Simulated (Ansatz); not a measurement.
hcp Ru was calculated with PBE-D4 in Ansatz (PAW).

Run with plane-wave cutoff 520 eV, 24×24×14 k mesh (along the axes of the cell as run), Fermi–Dirac smearing 0.05 eV, no spin polarisation, scalar-relativistic PAW data made under PBE.

Shape and atoms are relaxed at each volume.

Pressure at four volumes; x = ln(V/13.520 Å³). One pressure is withheld.

| V (Å³/atom) | x | P (GPa) |
|---|---|---|
| 12.979 | -0.0408 | ? |
| 13.249 | -0.0202 | 6.98 |
| 13.520 | 0.0000 | 0.00 |
| 14.060 | 0.0392 | -11.73 |

**Question.** Pass a parabola P(x) through the three rows shown, estimate the bulk modulus and its pressure derivative near zero pressure, and predict the withheld pressure.

**Answer.** Slopes between the rows: (0.00 − (6.98))/(0.0000 − (-0.0202)) = -345.54 and (-11.73 − (0.00))/(0.0392 − (0.0000)) = -299.23 GPa. Their difference over the span 0.0594 is c = 46.31/0.0594 = 779.6 GPa, so P(x) = 6.98 + (-345.54)(x − (-0.0202)) + 779.6 (x − (-0.0202))(x − (0.0000)). At the middle row B = −dP/dx = −[-345.54 + 779.6 × 0.0202] = 329.8 GPa, and B′ = dB/dP = 2c/B = 4.7. At x = -0.0408 the parabola gives 14.75 GPa; the run gives 14.82 GPa. The Birch–Murnaghan fit to the energies at all volumes has B0 = 329 GPa and B′ = 4.8.

Measured, for comparison: bulk modulus 318 GPa (zero-point energy and finite temperature contributions removed, our sources range from 318 to 336; as tabulated in doi:10.1021/acs.jctc.3c00612). Computed (rounded) less measured: bulk modulus +3 % (inside the range of the sources held).

Note: the bulk modulus comes from volumes at which shape and atoms were relaxed.

Ansatz is an electronic-structure program.
